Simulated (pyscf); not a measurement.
Single points on ωB97X-D3(BJ)/def2-SVP structures (PySCF, gas phase).

Task: For the elementary gas-phase step HP=GaH (SMILES [PH]=[GaH]) + H₂O (SMILES O) → HO–Ga=PH (SMILES [OH][Ga]=[PH]) + H₂ (SMILES [H][H]) (singlet surface; Ga–H, H–O broken, Ga–O, H–H formed), what barrier and reaction energy does ωB97M-D3(BJ)/def2-TZVP give, measured from the separated reactants?

Result: ΔE‡ = 0.80 eV, ΔE = -0.37 eV. Zero-point energy shifts the barrier by -0.01 eV. It is a four-centre exchange, with an imaginary mode of 1408i cm⁻¹. On the reactant side the descent ends in an adduct with a Ga–O contact, 0.67 eV under the separated species and 1.47 eV under the saddle at ωB97X-D3(BJ)/def2-TZVP. What is counted as formed (Ga–O) is already present as a longer contact in the reactant adduct; forming that adduct is a step of its own. At the saddle there is also a short Ga–H contact that neither side keeps. The same reactants have a lower exit, to HO–GaH–PH₂ (barrier -0.07 eV at ωB97M-D3(BJ)/def2-TZVP, against +0.80 eV here). HP=GaH lies 0.76 eV over its isomer H₂P–Ga [singlet] (electronic energy, ωB97M-D3(BJ)/def2-TZVP). This is the saddle that the search found; another between the same sides may lie lower. Elements up to Kr have no core potential and no relativistic terms here.
